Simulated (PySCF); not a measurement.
How well do the runs reproduce experiment for hydrogen sulfide?

**Measured values to compare with.**

From NIST CCCBDB Release 22 (SRD 101), experimental dipoles, for the gas: dipole moment (molecular beam, vibrational ground state) 0.977 D.

From NIST CCCBDB Release 22 (SRD 101), experimental polarizabilities, for the gas: mean polarisability 3.631 Å³.

From Besley, J. Chem. Theory Comput. 2021, 17, 3644 (DFT calculations of core-electron binding energies at the K-edge of heavier elements), for the gas: S 1s binding energy of S1 2478.58 eV.

Zheng, Zhang, Jin, Southworth, Cheng, Phys. Chem. Chem. Phys. 2022, 24, 13587 lists, for the gas: S 1s binding energy of S1 2478.5 eV.

How close the calculation comes is told at the end.

Species: hydrogen sulfide, H₂S.
Numbering: `[SH2:1]` (hydrogens: H2, H3 on S1)

Structure used (GFN2-xTB), in Å, numbered top down from 1:
```
atom  x, y, z in Å
S1    -0.0291    0.6107   -0.0026
H2    -0.9357   -0.3581   -0.0113
H3     0.9763   -0.2551    0.0014
```

Runs made with PySCF (gas phase, on this GFN2-xTB geometry; non-relativistic but for the core-level run):

```csv
level,job,basis functions
PBE0/pcSseg-1,"shieldings, charges and field gradients",34
wB97X-D/def2-SVPD,"8 singlets by full TDDFT, 3 Tamm–Dancoff triplets, polarisability",43
"delta-SCF UKS SCAN, pcX-2 on the ionised atom, pcseg-1 elsewhere, spin-free X2C","ΔSCF core ionisation, 2 holes",70
```

**Comparison with experiment**

**Dipole moment.** Measured: 0.977 D (NIST CCCBDB Release 22 (SRD 101), experimental dipoles).

```tsv
level	computed (D)	computed − measured (D)	% (from the printed values)
PBE0/pcSseg-1	1.468	+0.491	+50
wB97X-D/def2-SVPD	1.103	+0.126	+13
```

Closest is wB97X-D/def2-SVPD (+0.126 D), furthest PBE0/pcSseg-1 (+0.491 D); one molecule doesn't rank methods. The computed dipoles belong to one fixed geometry; measured ones are averaged over vibrations unless marked μe. Magnitudes are compared, not signs.

**Mean polarisability.** Measured: 3.631 Å³ (NIST CCCBDB Release 22 (SRD 101), experimental polarizabilities).

| level | computed (Å³) | computed − measured (Å³) | % (from the printed values) |
| --- | --- | --- | --- |
| wB97X-D/def2-SVPD | 3.554 | -0.077 | -2 |

The computed values are static and purely electronic, with core orbitals frozen in the response (1 au = 0.148185 Å³). The table of measured values doesn't say here whether a value is static or optical, or holds a vibrational part.

**Core binding energies.** Delta-SCF UKS SCAN, pcX-2 on the ionised atom, pcseg-1 elsewhere, spin-free X2C (PySCF).

```tsv
level and atom	computed (eV)	measured (eV)	computed − measured (eV)
S 1s, S1	2478.19	2478.58 and 2478.5	-0.39
```

Sources, in the order of the opening: Besley, J. Chem. Theory Comput. 2021, 17, 3644 (DFT calculations of core-electron binding energies at the K-edge of heavier elements); Zheng, Zhang, Jin, Southworth, Cheng, Phys. Chem. Chem. Phys. 2022, 24, 13587. The computed values are vertical, without vibrational structure; measured positions hang on the energy calibration. 

No measured geometry was used, and the causes of the misses weren't examined.
